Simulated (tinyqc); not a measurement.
Inside a calculation (part 2 of 3). Method: ROHF in the sto-6g basis, for CH3, spin multiplicity 2. Computed by tinyqc, a small Python program that keeps every step (integrals from PySCF). Command: `OMP_NUM_THREADS=1 python tinyqc.py 29327 29328 out.jsonl` (the two numbers bound the seeds that draw the settings). One thread of a shared host (Intel(R) Xeon(R) Processor @ 2.60GHz), about 0.2 s of CPU time with the checks.

Geometry (angstrom):
```
atom          x          y         z
C      0.000000   0.000000  0.035000
H      1.161000   0.000000  0.000000
H     -0.580000   1.005000  0.000000
H     -0.580000  -1.005000  0.000000
```

## Iteration 1: building the Fock matrix

D(alpha) at the start, lower triangle:
```
            1C 1s      1C 2s     1C 2px     1C 2py    1C 2pz      2H 1s      3H 1s     4H 1s
1C 1s    1.074451
1C 2s   -0.333943   1.472830
1C 2px   0.000024  -0.000197   1.254177
1C 2py   0.000000   0.000000   0.000000   1.254556
1C 2pz   0.002376  -0.014192   0.000009   0.000000  1.000467
2H 1s    0.043658  -0.176278  -0.236158   0.000000  0.007245   0.065619
3H 1s    0.043692  -0.176435   0.118143  -0.204746  0.007256  -0.001082   0.065720
4H 1s    0.043692  -0.176435   0.118143   0.204746  0.007256  -0.001082  -0.001110  0.065720
```

D(beta) at the start, lower triangle:
```
            1C 1s      1C 2s     1C 2px     1C 2py    1C 2pz      2H 1s      3H 1s     4H 1s
1C 1s    1.074376
1C 2s   -0.333613   1.471376
1C 2px   0.000024  -0.000197   1.254177
1C 2py   0.000000   0.000000   0.000000   1.254556
1C 2pz   0.011030  -0.052300   0.000018   0.000000  0.001860
2H 1s    0.043666  -0.176316  -0.236158   0.000000  0.006262   0.065618
3H 1s    0.043701  -0.176473   0.118143  -0.204746  0.006271  -0.001083   0.065719
4H 1s    0.043701  -0.176473   0.118143   0.204746  0.006271  -0.001083  -0.001111  0.065719
```

core Hamiltonian H = T + V (hartree), lower triangle:
```
             1C 1s      1C 2s     1C 2px     1C 2py     1C 2pz      2H 1s      3H 1s      4H 1s
1C 1s   -19.306589
1C 2s    -4.443770  -6.007069
1C 2px    0.000013   0.000086  -5.076048
1C 2py    0.000000   0.000000   0.000000  -5.076243
1C 2pz    0.001425   0.014245  -0.000005   0.000000  -4.907761
2H 1s    -1.009108  -2.362799  -2.002833   0.000000   0.063465  -3.686803
3H 1s    -1.010594  -2.365036   1.001800  -1.735873   0.063542  -0.593780  -3.688213
4H 1s    -1.010594  -2.365036   1.001800   1.735873   0.063542  -0.593780  -0.594136  -3.688213
```

nuclear repulsion = 8.99335710 hartree

Given earlier and not repeated: Two-electron integrals (ij|kl) in chemists' order.

J_ij = sum D_kl (ij|kl) with D = D(alpha) + D(beta), K_ij = sum D_kl (ik|jl) for each spin; F = H + J - K(s); E = tr D H + tr D J / 2 - 0.5 sum_s tr D(s) K(s) + E_nn.

Coulomb J (hartree), lower triangle:
```
            1C 1s      1C 2s     1C 2px     1C 2py     1C 2pz     2H 1s     3H 1s     4H 1s
1C 1s   13.451174
1C 2s    2.527318   6.212579
1C 2px   0.000001   0.000023   6.231669
1C 2py   0.000000   0.000000   0.000000   6.231644
1C 2pz  -0.002320  -0.009375   0.000000   0.000000   6.174422
2H 1s    0.582851   2.328818   2.093513   0.000000  -0.065238  3.868113
3H 1s    0.583713   2.331058  -1.047190   1.814535  -0.065322  0.558040  3.869720
4H 1s    0.583713   2.331058  -1.047190  -1.814535  -0.065322  0.558040  0.558374  3.869720
```

exchange K(alpha) (hartree), lower triangle:
```
            1C 1s     1C 2s     1C 2px     1C 2py     1C 2pz     2H 1s     3H 1s     4H 1s
1C 1s    3.683955
1C 2s    0.633412  1.097239
1C 2px   0.000001  0.000009   0.908592
1C 2py   0.000000  0.000000   0.000000   0.908572
1C 2pz  -0.000018  0.000207  -0.000001   0.000000   0.919793
2H 1s    0.156544  0.361413   0.243357   0.000000  -0.007214  0.205660
3H 1s    0.156769  0.361799  -0.121740   0.210949  -0.007225  0.087900  0.206044
4H 1s    0.156769  0.361799  -0.121740  -0.210949  -0.007225  0.087900  0.087971  0.206044
```

exchange K(beta) (hartree), lower triangle:
```
            1C 1s      1C 2s     1C 2px     1C 2py     1C 2pz     2H 1s     3H 1s     4H 1s
1C 1s    3.662653
1C 2s    0.601569   0.958496
1C 2px   0.000001   0.000010   0.872170
1C 2py   0.000000   0.000000   0.000000   0.872150
1C 2pz  -0.001434  -0.027675   0.000006   0.000000   0.247364
2H 1s    0.148936   0.322572   0.234032   0.000000  -0.010875  0.190499
3H 1s    0.149151   0.322915  -0.117075   0.202866  -0.010890  0.077883  0.190852
4H 1s    0.149151   0.322915  -0.117075  -0.202866  -0.010890  0.077883  0.077943  0.190852
```

F(alpha) (hartree), lower triangle:
```
            1C 1s      1C 2s     1C 2px     1C 2py    1C 2pz      2H 1s      3H 1s      4H 1s
1C 1s   -9.539369
1C 2s   -2.549864  -0.891728
1C 2px   0.000013   0.000100   0.247029
1C 2py   0.000000   0.000000   0.000000   0.246829
1C 2pz  -0.000878   0.004662  -0.000004   0.000000  0.346867
2H 1s   -0.582802  -0.395393  -0.152676   0.000000  0.005441  -0.024350
3H 1s   -0.583650  -0.395777   0.076350  -0.132287  0.005445  -0.123640  -0.024537
4H 1s   -0.583650  -0.395777   0.076350   0.132287  0.005445  -0.123640  -0.123732  -0.024537
```

F(beta) (hartree), lower triangle:
```
            1C 1s      1C 2s     1C 2px     1C 2py    1C 2pz      2H 1s      3H 1s      4H 1s
1C 1s   -9.518068
1C 2s   -2.518021  -0.752985
1C 2px   0.000013   0.000100   0.283452
1C 2py   0.000000   0.000000   0.000000   0.283252
1C 2pz   0.000538   0.032544  -0.000010   0.000000  1.019297
2H 1s   -0.575193  -0.356552  -0.143351   0.000000  0.009102  -0.009189
3H 1s   -0.576032  -0.356893   0.071685  -0.124203  0.009110  -0.113623  -0.009345
4H 1s   -0.576032  -0.356893   0.071685   0.124203  0.009110  -0.113623  -0.113705  -0.009345
```

total energy of this density = -36.92828972 hartree

## Iteration 1: Roothaan effective Fock matrix

overlap S, lower triangle:
```
           1C 1s     1C 2s     1C 2px     1C 2py     1C 2pz     2H 1s     3H 1s     4H 1s
1C 1s   1.000000
1C 2s   0.243228  1.000000
1C 2px  0.000000  0.000000   1.000000
1C 2py  0.000000  0.000000   0.000000   1.000000
1C 2pz  0.000000  0.000000   0.000000   0.000000   1.000000
2H 1s   0.054835  0.451045   0.441729   0.000000  -0.013317  1.000000
3H 1s   0.054916  0.451401  -0.220915   0.382792  -0.013331  0.117950  1.000000
4H 1s   0.054916  0.451401  -0.220915  -0.382792  -0.013331  0.117950  0.117997  1.000000
```

With projectors Pc = D(beta) S, Po = (D(alpha) - D(beta)) S, Pv = 1 - D(alpha) S, the block xy is Px^T F Py; with Fc = (F(alpha) + F(beta))/2, the blocks are Fc for cc, oo, vv and cv, F(beta) for co and F(alpha) for ov.

effective F (hartree), lower triangle:
```
            1C 1s      1C 2s     1C 2px     1C 2py    1C 2pz      2H 1s      3H 1s      4H 1s
1C 1s   -9.528717
1C 2s   -2.533903  -0.822038
1C 2px   0.000013   0.000100   0.265240
1C 2py   0.000000   0.000000   0.000000   0.265041
1C 2pz   0.000791   0.022854  -0.000007   0.000000  0.682762
2H 1s   -0.578991  -0.375879  -0.148014   0.000000  0.009248  -0.016751
3H 1s   -0.579835  -0.376241   0.074017  -0.128245  0.009256  -0.118613  -0.016922
4H 1s   -0.579835  -0.376241   0.074017   0.128245  0.009256  -0.118613  -0.118700  -0.016922
```

## Iteration 1: diagonalisation and new density

X:
```
                1          2          3          4          5          6          7          8
1C 1s   -0.328926   0.000000  -0.000696   0.953214   0.186120   0.000051   0.000000   0.167417
1C 2s    1.380593   0.000000   0.002139  -0.019474   0.023665   0.000143   0.000000   0.461600
1C 2px  -0.002107   0.000000   1.060001   0.000092   0.000010   0.610827   0.000000  -0.000156
1C 2py   0.000000   1.060454   0.000000   0.000000   0.000000   0.000000   0.610770   0.000000
1C 2pz  -0.037371   0.000000  -0.000048  -0.198061   0.979841   0.000000   0.000000  -0.012384
2H 1s   -0.647978   0.000000  -0.966020  -0.170787  -0.033419   0.447495   0.000000   0.298584
3H 1s   -0.651147  -0.836016   0.481388  -0.170741  -0.033412  -0.223508   0.387369   0.298857
4H 1s   -0.651147   0.836016   0.481388  -0.170741  -0.033412  -0.223508  -0.387369   0.298857
```

Diagonalise F' = X^T F X, C = X C', fill 5 alpha and 4 beta electrons from the bottom; D(s) = C_occ C_occ^T. Each column has its largest component positive (the first on a tie).

F' = X^T F X (hartree), lower triangle:
```
           1         2         3          4          5          6         7          8
1   0.663202
2   0.000000  0.895109
3  -0.000857  0.000000  0.894374
4   0.808287  0.000000  0.002331  -7.999398
5   0.157207  0.000000  0.000463  -1.764798   0.324737
6  -0.000154  0.000000  0.131426  -0.000655  -0.000134   0.008175
7   0.000000  0.131349  0.000000   0.000000   0.000000   0.000000  0.008048
8   0.180712  0.000000  0.000648  -2.932987  -0.593233  -0.000289  0.000000  -1.387450
```

orbital energies (hartree): MO1 -9.534807, MO2 -0.292272, MO3 -0.010993, MO4 -0.010905, MO5 0.682629, MO6 0.745539, MO7 0.913457, MO8 0.914150

coefficients C:
```
              MO1        MO2        MO3        MO4        MO5        MO6        MO7        MO8
1C 1s    0.992669  -0.206188   0.000000   0.000021  -0.033413  -0.224626   0.000469   0.000000
1C 2s    0.033240   0.591476   0.000000  -0.000013   0.178881   1.317990  -0.003116   0.000000
1C 2px  -0.000005  -0.000102   0.000000   0.452199   0.000163   0.002239   1.136761   0.000000
1C 2py   0.000000   0.000000   0.452318   0.000000   0.000000   0.000000   0.000000   1.137106
1C 2pz  -0.000376  -0.018063   0.000000   0.000005   0.989096  -0.149091   0.000167   0.000000
2H 1s   -0.006482   0.264753   0.000000   0.581517  -0.076264  -0.684174  -0.889129   0.000000
3H 1s   -0.006488   0.264895   0.503297  -0.290475  -0.076121  -0.682056   0.446862  -0.771796
4H 1s   -0.006488   0.264895  -0.503297  -0.290475  -0.076121  -0.682056   0.446862   0.771796
```

D(alpha) after iteration 1, lower triangle:
```
            1C 1s      1C 2s     1C 2px     1C 2py     1C 2pz      2H 1s      3H 1s     4H 1s
1C 1s    1.029022
1C 2s   -0.094936   0.382947
1C 2px   0.000020  -0.000037   0.204484
1C 2py   0.000000   0.000000   0.000000   0.204592
1C 2pz  -0.029697   0.166235   0.000165   0.000000   0.978638
2H 1s   -0.058462   0.142730   0.262922   0.000000  -0.080210   0.414114
3H 1s   -0.058521   0.142851  -0.131392   0.227651  -0.080074  -0.092937   0.413690
4H 1s   -0.058521   0.142851  -0.131392  -0.227651  -0.080074  -0.092937  -0.092927  0.413690
```

D(beta) after iteration 1, lower triangle:
```
            1C 1s      1C 2s     1C 2px     1C 2py     1C 2pz      2H 1s      3H 1s     4H 1s
1C 1s    1.027906
1C 2s   -0.088959   0.350949
1C 2px   0.000025  -0.000066   0.204484
1C 2py   0.000000   0.000000   0.000000   0.204592
1C 2pz   0.003352  -0.010696   0.000004   0.000000   0.000326
2H 1s   -0.061011   0.156372   0.262934   0.000000  -0.004777   0.408298
3H 1s   -0.061065   0.156467  -0.131379   0.227651  -0.004784  -0.098742   0.407896
4H 1s   -0.061065   0.156467  -0.131379  -0.227651  -0.004784  -0.098742  -0.098721  0.407896
```

## Iteration 2: building the Fock matrix

As before.

Coulomb J (hartree), lower triangle:
```
            1C 1s      1C 2s     1C 2px     1C 2py     1C 2pz     2H 1s     3H 1s     4H 1s
1C 1s   11.527723
1C 2s    2.111030   5.346138
1C 2px  -0.000011  -0.000001   5.381320
1C 2py   0.000000   0.000000   0.000000   5.381399
1C 2pz   0.003102   0.006674   0.000011   0.000000   5.275695
2H 1s    0.488958   2.106047   1.957938   0.000000  -0.056973  3.885158
3H 1s    0.489684   2.107957  -0.979304   1.696919  -0.057046  0.511223  3.886017
4H 1s    0.489684   2.107957  -0.979304  -1.696919  -0.057046  0.511223  0.511497  3.886017
```

exchange K(alpha) (hartree), lower triangle:
```
            1C 1s      1C 2s     1C 2px     1C 2py     1C 2pz     2H 1s     3H 1s     4H 1s
1C 1s    3.595647
1C 2s    0.588475   0.859775
1C 2px  -0.000001  -0.000111   0.604509
1C 2py   0.000000   0.000000   0.000000   0.604783
1C 2pz  -0.000011   0.045688   0.000086   0.000000   0.804503
2H 1s    0.142671   0.429776   0.391903   0.000000  -0.014216  0.656495
3H 1s    0.142877   0.430118  -0.195976   0.339574  -0.014216  0.102963  0.656572
4H 1s    0.142877   0.430118  -0.195976  -0.339574  -0.014216  0.102963  0.103018  0.656572
```

exchange K(beta) (hartree), lower triangle:
```
            1C 1s      1C 2s     1C 2px     1C 2py     1C 2pz     2H 1s     3H 1s     4H 1s
1C 1s    3.573658
1C 2s    0.557393   0.719841
1C 2px  -0.000001  -0.000119   0.567831
1C 2py   0.000000   0.000000   0.000000   0.568105
1C 2pz  -0.000243  -0.019466   0.000007   0.000000   0.141130
2H 1s    0.135181   0.391717   0.382548   0.000000  -0.013025  0.640170
3H 1s    0.135378   0.392016  -0.191296   0.331464  -0.013039  0.092901  0.640223
4H 1s    0.135378   0.392016  -0.191296  -0.331464  -0.013039  0.092901  0.092947  0.640223
```

F(alpha) (hartree), lower triangle:
```
             1C 1s      1C 2s     1C 2px     1C 2py     1C 2pz      2H 1s      3H 1s      4H 1s
1C 1s   -11.374513
1C 2s    -2.921215  -1.520706
1C 2px    0.000002   0.000195  -0.299237
1C 2py    0.000000   0.000000   0.000000  -0.299626
1C 2pz    0.004537  -0.024770  -0.000079   0.000000  -0.436569
2H 1s    -0.662821  -0.686528  -0.436798   0.000000   0.020708  -0.458140
3H 1s    -0.663788  -0.687196   0.218472  -0.378528   0.020712  -0.185521  -0.458768
4H 1s    -0.663788  -0.687196   0.218472   0.378528   0.020712  -0.185521  -0.185657  -0.458768
```

F(beta) (hartree), lower triangle:
```
             1C 1s      1C 2s     1C 2px     1C 2py    1C 2pz      2H 1s      3H 1s      4H 1s
1C 1s   -11.352523
1C 2s    -2.890133  -1.380772
1C 2px    0.000002   0.000203  -0.262559
1C 2py    0.000000   0.000000   0.000000  -0.262948
1C 2pz    0.004770   0.040384   0.000000   0.000000  0.226804
2H 1s    -0.655332  -0.648470  -0.427443   0.000000  0.019516  -0.441815
3H 1s    -0.656289  -0.649095   0.213792  -0.370419  0.019536  -0.175459  -0.442419
4H 1s    -0.656289  -0.649095   0.213792   0.370419  0.019536  -0.175459  -0.175586  -0.442419
```

total energy of this density = -39.38817999 hartree

## Iteration 2: Roothaan effective Fock matrix

As before.

effective F (hartree), lower triangle:
```
             1C 1s      1C 2s     1C 2px     1C 2py     1C 2pz      2H 1s      3H 1s      4H 1s
1C 1s   -11.363530
1C 2s    -2.905548  -1.448402
1C 2px    0.000002   0.000202  -0.280898
1C 2py    0.000000   0.000000   0.000000  -0.281287
1C 2pz    0.007121   0.024908  -0.000027   0.000000  -0.105995
2H 1s    -0.659173  -0.667264  -0.432119   0.000000   0.030779  -0.450589
3H 1s    -0.660135  -0.667911   0.216133  -0.374474   0.030785  -0.181100  -0.451203
4H 1s    -0.660135  -0.667911   0.216133   0.374474   0.030785  -0.181100  -0.181231  -0.451203
```

## Iteration 2: DIIS over 2 matrices

error matrix X^T (FDS - SDF) X:
```
           1         2          3          4          5          6          7          8
1   0.000000  0.000000  -0.000006   0.203640   0.081662   0.000129   0.000000  -0.122224
2   0.000000  0.000000   0.000000   0.000000   0.000000   0.000000  -0.204212   0.000000
3   0.000006  0.000000   0.000000   0.000361   0.000217  -0.204403   0.000000  -0.000230
4  -0.203640  0.000000  -0.000361   0.000000   0.013262  -0.000075   0.000000  -0.002640
5  -0.081662  0.000000  -0.000217  -0.013262   0.000000   0.000012   0.000000   0.026567
6  -0.000129  0.000000   0.204403   0.000075  -0.000012   0.000000   0.000000  -0.000036
7   0.000000  0.204212   0.000000   0.000000   0.000000   0.000000   0.000000   0.000000
8   0.122224  0.000000   0.000230   0.002640  -0.026567   0.000036   0.000000   0.000000
```

B (overlaps of the stored error matrices):
```
                1               2
1   5.2642440e+00  -1.1664374e+00
2  -1.1664374e+00   2.9489717e-01
```

Minimise |sum c_i e_i|^2 with sum c_i = 1: solve [B -1; -1 0][c; lambda] = [0; -1] with B_ij = tr e_i^T e_j, and take F = sum c_i F_i.

DIIS coefficients: 0.185166  0.814834

extrapolated F (hartree), lower triangle:
```
             1C 1s      1C 2s     1C 2px     1C 2py    1C 2pz      2H 1s      3H 1s      4H 1s
1C 1s   -11.023785
1C 2s    -2.836732  -1.332421
1C 2px    0.000004   0.000183  -0.179771
1C 2py    0.000000   0.000000   0.000000  -0.180126
1C 2pz    0.005949   0.024527  -0.000023   0.000000  0.040056
2H 1s    -0.644326  -0.613310  -0.379513   0.000000  0.026792  -0.370257
3H 1s    -0.645266  -0.613903   0.189818  -0.328880  0.026799  -0.169530  -0.370789
4H 1s    -0.645266  -0.613903   0.189818   0.328880  0.026799  -0.169530  -0.169652  -0.370789
```

## Iteration 2: diagonalisation and new density

As before.

F' = X^T F X (hartree), lower triangle:
```
           1         2         3          4          5          6          7          8
1   0.423154
2   0.000000  0.682563
3  -0.000802  0.000000  0.682020
4   1.010195  0.000000  0.002841  -9.351104
5   0.182980  0.000000  0.000512  -1.907578  -0.346507
6  -0.000101  0.000000  0.079316  -0.000773  -0.000156  -0.438523
7   0.000000  0.079271  0.000000   0.000000   0.000000   0.000000  -0.438800
8   0.139235  0.000000  0.000572  -3.224421  -0.638006  -0.000215   0.000000  -1.923661
```

orbital energies (hartree): MO1 -11.026643, MO2 -0.763121, MO3 -0.444376, MO4 -0.444110, MO5 0.040028, MO6 0.551615, MO7 0.687609, MO8 0.688139

coefficients C:
```
              MO1        MO2        MO3        MO4        MO5        MO6        MO7        MO8
1C 1s    0.995307  -0.212027   0.000000  -0.000075  -0.019369  -0.208597   0.000352   0.000000
1C 2s    0.021628   0.667326   0.000000   0.000337   0.096286   1.290343  -0.002539   0.000000
1C 2px  -0.000003  -0.000255   0.000000   0.534843   0.000044   0.001667   1.100298   0.000000
1C 2py   0.000000   0.000000   0.534854   0.000000   0.000000   0.000000   0.000000   1.100697
1C 2pz  -0.000721  -0.032751   0.000000  -0.000014   0.996621  -0.080875   0.000101   0.000000
2H 1s   -0.004248   0.224252   0.000000   0.514208  -0.027768  -0.701869  -0.929866   0.000000
3H 1s   -0.004252   0.224642   0.445076  -0.256830  -0.027721  -0.700094   0.466824  -0.806775
4H 1s   -0.004252   0.224642  -0.445076  -0.256830  -0.027721  -0.700094   0.466824   0.806775
```

D(alpha) after iteration 2, lower triangle:
```
            1C 1s     1C 2s     1C 2px     1C 2py     1C 2pz      2H 1s      3H 1s     4H 1s
1C 1s    1.035966
1C 2s   -0.121830  0.455062
1C 2px   0.000010  0.000014   0.286057
1C 2py   0.000000  0.000000   0.000000   0.286068
1C 2pz  -0.013078  0.074090   0.000045   0.000000   0.994326
2H 1s   -0.051276  0.147057   0.274962   0.000000  -0.035023   0.315488
3H 1s   -0.051306  0.147061  -0.137422   0.238051  -0.034978  -0.080900   0.315305
4H 1s   -0.051306  0.147061  -0.137422  -0.238051  -0.034978  -0.080900  -0.080881  0.315305
```

D(beta) after iteration 2, lower triangle:
```
            1C 1s      1C 2s     1C 2px     1C 2py     1C 2pz      2H 1s      3H 1s     4H 1s
1C 1s    1.035591
1C 2s   -0.119965   0.445791
1C 2px   0.000011   0.000010   0.286057
1C 2py   0.000000   0.000000   0.000000   0.286068
1C 2pz   0.006226  -0.021871   0.000001   0.000000   0.001073
2H 1s   -0.051814   0.149731   0.274963   0.000000  -0.007349   0.314717
3H 1s   -0.051843   0.149731  -0.137421   0.238051  -0.007351  -0.081669   0.314536
4H 1s   -0.051843   0.149731  -0.137421  -0.238051  -0.007351  -0.081669  -0.081649  0.314536
```
